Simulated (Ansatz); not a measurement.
Molecular dynamics, step by step

CHS (SMILES [CH-]=S) (charge -1), closed shell, PBE0-D4/def2-SVPD (Ansatz 0.2.0). Settings (timestep in fs, temperature in K; T counts 3 degrees of freedom):

```yaml
hamiltonian: {xc: pbe0, dispersion: d4}
md: {n_steps: 60, timestep: 0.25, temperature: 700, ensemble: nve, seed: 591, initial_velocities: maxwell_boltzmann}
```

Start (the SMILES describes the start alone):

```json
{"atom": "C1", "x (Å)": "-0.1986", "y (Å)": "0.5371", "z (Å)": "-0.0460"}
{"atom": "S2", "x (Å)": "1.1040", "y (Å)": "-0.3106", "z (Å)": "0.5704"}
{"atom": "H3", "x (Å)": "-0.9055", "y (Å)": "-0.2265", "z (Å)": "-0.5244"}
```

```json
{"step": "0", "time (fs)": "0.00", "potential energy less the start (meV)": "0.0", "kinetic energy (meV)": "90.5", "T (K)": "700"}
{"step": "4", "time (fs)": "1.00", "potential energy less the start (meV)": "28.8", "kinetic energy (meV)": "61.9", "T (K)": "479"}
{"step": "8", "time (fs)": "2.00", "potential energy less the start (meV)": "61.5", "kinetic energy (meV)": "29.2", "T (K)": "226"}
{"step": "12", "time (fs)": "3.00", "potential energy less the start (meV)": "74.8", "kinetic energy (meV)": "16.0", "T (K)": "124"}
{"step": "16", "time (fs)": "4.00", "potential energy less the start (meV)": "60.5", "kinetic energy (meV)": "30.2", "T (K)": "233"}
{"step": "20", "time (fs)": "5.00", "potential energy less the start (meV)": "28.2", "kinetic energy (meV)": "62.4", "T (K)": "483"}
{"step": "24", "time (fs)": "6.00", "potential energy less the start (meV)": "3.1", "kinetic energy (meV)": "87.4", "T (K)": "676"}
{"step": "28", "time (fs)": "7.00", "potential energy less the start (meV)": "13.7", "kinetic energy (meV)": "76.7", "T (K)": "594"}
{"step": "32", "time (fs)": "8.00", "potential energy less the start (meV)": "58.9", "kinetic energy (meV)": "31.7", "T (K)": "246"}
{"step": "36", "time (fs)": "9.00", "potential energy less the start (meV)": "88.9", "kinetic energy (meV)": "2.0", "T (K)": "15"}
{"step": "40", "time (fs)": "10.00", "potential energy less the start (meV)": "64.4", "kinetic energy (meV)": "26.3", "T (K)": "203"}
{"step": "44", "time (fs)": "11.00", "potential energy less the start (meV)": "19.5", "kinetic energy (meV)": "71.0", "T (K)": "549"}
{"step": "48", "time (fs)": "12.00", "potential energy less the start (meV)": "6.1", "kinetic energy (meV)": "84.3", "T (K)": "652"}
{"step": "52", "time (fs)": "13.00", "potential energy less the start (meV)": "29.3", "kinetic energy (meV)": "61.3", "T (K)": "474"}
{"step": "56", "time (fs)": "14.00", "potential energy less the start (meV)": "61.5", "kinetic energy (meV)": "29.2", "T (K)": "226"}
{"step": "60", "time (fs)": "15.00", "potential energy less the start (meV)": "76.4", "kinetic energy (meV)": "14.4", "T (K)": "111"}
```

Step 12, positions (Å) and forces (eV/Å):

```
atom       x       y       z      Fx      Fy      Fz
  C1  -0.197   0.546  -0.044  -1.191  -1.204  -0.797
  S2   1.104  -0.312   0.570   0.276  -0.078   0.142
  H3  -0.909  -0.302  -0.535   0.916   1.281   0.654
```

Step 20, positions (Å) and forces (eV/Å):

```tsv
atom	x	y	z	Fx	Fy	Fz
C1	-0.201	0.548	-0.046	-0.745	-0.990	-0.526
S2	1.104	-0.312	0.570	0.270	0.015	0.150
H3	-0.870	-0.297	-0.514	0.475	0.975	0.376
```

Step 28, positions (Å) and forces (eV/Å):

| atom | x | y | z | Fx | Fy | Fz |
| --- | --- | --- | --- | --- | --- | --- |
| C1 | -0.207 | 0.547 | -0.049 | 0.458 | 0.250 | 0.281 |
| S2 | 1.104 | -0.313 | 0.570 | 0.203 | 0.107 | 0.124 |
| H3 | -0.816 | -0.259 | -0.479 | -0.661 | -0.357 | -0.406 |

Last step (60):

```
atom    x (Å)    y (Å)    z (Å)
  C1  -0.2084   0.5544  -0.0494
  S2   1.1077  -0.3145   0.5720
  H3  -0.9036  -0.3103  -0.5333
```

The run took about 29 s on 2 CPU threads (shared host).
